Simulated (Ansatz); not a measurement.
**BF (quintet): wave-function methods side by side, aug-cc-pVDZ**

How much of the correlation energy of BF (quintet) does each wave-function method recover here?

The runs use Ansatz 0.2.0, Gaussian basis; aug-cc-pVDZ, core rule «outside noble gas», up to 2 orbitals frozen.

Plan: UHF; CCSD(T) on ROHF; CCSD(T) on UHF; BCCD(T) on ROHF; CISD; CCSDT(Q) on ROHF; CCSDT(Q) on UHF; CASSCF and MRCISD+Q, 10 electrons in 8 orbitals; CASSCF and NEVPT2, 10 electrons in 8 orbitals.

12 further runs of the same task are left out: 3 for a known fault of the program, 1 that didn't finish, 8 set aside as unsound or not needed.

## Step 1: The geometry

The geometry is a PBE0/def2-TZVPD stationary point (not a proven minimum) of the parent state, kept for this charge and spin.

2 atoms, charge 0, spin multiplicity 5.

Atoms are counted from 1 here; the program's logs count them from 0.

Bond lengths: B1–F2 1.403 Å.

## Step 2: UHF

Input file in.yaml:

```yaml
crystal:
  periodic: [false, false, false]
  atoms:
    - {symbol: B, position_ang: [0.000000, 0.000000, 0.000000]}
    - {symbol: F, position_ang: [0.000000, 0.000000, 1.402700]}
basis:
  gaussian: {orbitals: aug-cc-pVDZ}
magnetization: {spin_polarized: true, initial_magnetization: 4}
hamiltonian: {xc: hf}
output: {orbitals: {seedname: orbitals}}
```

Started as:

```
ansatz run in.yaml --threads 1 --pin off --events-out ev --progress --plain --max-ram 2393MiB
```

Further steps of the session: CCSD(T) on ROHF; CCSD(T) on UHF; BCCD(T) on ROHF; CISD; CCSDT(Q) on ROHF; CCSDT(Q) on UHF; CASSCF and MRCISD+Q, 10 electrons in 8 orbitals; CASSCF and NEVPT2, 10 electrons in 8 orbitals.

**Question.** What will the summary of the whole plan be? Wanted: UCCSDT(Q) below the RHF energy; RMP2 from UCCSDT(Q); UMP2 from UCCSDT(Q); RCCSD from UCCSDT(Q); RCCSD(T) from UCCSDT(Q); UCCSD(T) from UCCSDT(Q); RCCSDT(Q) from UCCSDT(Q); NEVPT2 valence from UCCSDT(Q); MRCISD+Q valence from UCCSDT(Q).

As calculated:

| quantity | value |
| --- | --- |
| UCCSDT(Q) below the RHF energy | -5.4196 eV |
| RMP2 from UCCSDT(Q) | +57.1 kJ/mol |
| UMP2 from UCCSDT(Q) | +57.5 kJ/mol |
| RCCSD from UCCSDT(Q) | +9.9 kJ/mol |
| RCCSD(T) from UCCSDT(Q) | +1.4 kJ/mol |
| UCCSD(T) from UCCSDT(Q) | +1.2 kJ/mol |
| RCCSDT(Q) from UCCSDT(Q) | +0.2 kJ/mol |
| NEVPT2 valence from UCCSDT(Q) | +86.6 kJ/mol |
| MRCISD+Q valence from UCCSDT(Q) | +2.8 kJ/mol |
| levels within 1 kcal/mol (43 meV) | RCCSD(T), UCCSD(T), BCCD(T), RCCSDT, UCCSDT, RCCSDT(Q), MRCISD+Q valence |
| T1 diagnostic | 0.013 |
| effectively unpaired electrons | 4.00 |

In words: RCCSD(T) lands +1.4 kJ/mol from the yardstick (0.3 % of the correlation energy). One determinant dominates. Of the multireference levels listed MRCISD+Q valence comes nearest in total energy (+2.8 kJ/mol), which doesn't show that its space is the better one. These misses are within one basis, not against nature; the frozen cores of restricted and unrestricted runs differ, which can shift their rows.
